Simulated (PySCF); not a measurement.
2-butanone: calculation against experiment

**Measured values to compare with.**

NIST CCCBDB Release 22 (SRD 101), experimental polarizabilities lists, for the gas: mean polarisability 8.19 Å³.

The results are set against them at the end.

Species: 2-butanone, C4H8O.
SMILES with atom numbers: `[CH3:1][CH2:2][C:3]([CH3:4])=[O:5]` (hydrogens: H6, H7, H8 on C1; H9, H10 on C2; H11, H12, H13 on C4)

Geometry (PBE0-D3(BJ)/def2-TZVP, Å), atoms numbered from 1 in this order:
```
atom  x, y, z in Å
C1    -1.902   -0.030   -0.205
C2    -0.443    0.235   -0.508
C3     0.498   -0.184    0.598
C4     1.969   -0.056    0.301
O5     0.096   -0.607    1.654
H6    -2.535    0.302   -1.030
H7    -2.079   -1.094   -0.038
H8    -2.210    0.493    0.701
H9    -0.264    1.303   -0.691
H10   -0.123   -0.265   -1.430
H11    2.198    0.914   -0.148
H12    2.547   -0.195    1.213
H13    2.257   -0.821   -0.425
```

Runs made with PySCF (gas phase, on this PBE0-D3(BJ)/def2-TZVP geometry; no spin–orbit coupling):

```tsv
level	job	basis functions
CAM-B3LYP/aug-cc-pVTZ	10 singlets by full TDDFT, 4 Tamm–Dancoff triplets, polarisability	414
PBE0/aug-cc-pVTZ	10 singlets by full TDDFT, 4 Tamm–Dancoff triplets, polarisability, dynamic polarisability	414
wB97X-D/aug-cc-pVTZ	10 singlets by full TDDFT, 4 Tamm–Dancoff triplets, polarisability, ΔSCF ions	414
```

**Comparison with experiment**

**Mean polarisability.** Measured: 8.19 Å³ (NIST CCCBDB Release 22 (SRD 101), experimental polarizabilities).

```
                level  computed (Å³)  computed − measured (Å³)  % (from the printed values)
CAM-B3LYP/aug-cc-pVTZ           7.91                     -0.28                           -3
     PBE0/aug-cc-pVTZ           7.98                     -0.21                           -3
  wB97X-D/aug-cc-pVTZ           7.92                     -0.27                           -3
```

Closest is PBE0/aug-cc-pVTZ (-0.21 Å³), furthest CAM-B3LYP/aug-cc-pVTZ (-0.28 Å³); one molecule doesn't rank methods. All 3 levels lie below the measurement. The computed values are static and purely electronic, with core orbitals frozen in the response (1 au = 0.148185 Å³). The table of measured values doesn't say here whether a value is static or optical, or holds a vibrational part. The measurement averages over conformers, the calculation has one.

The geometry is computed, not the measured one. Where a level misses, the cause wasn't examined.
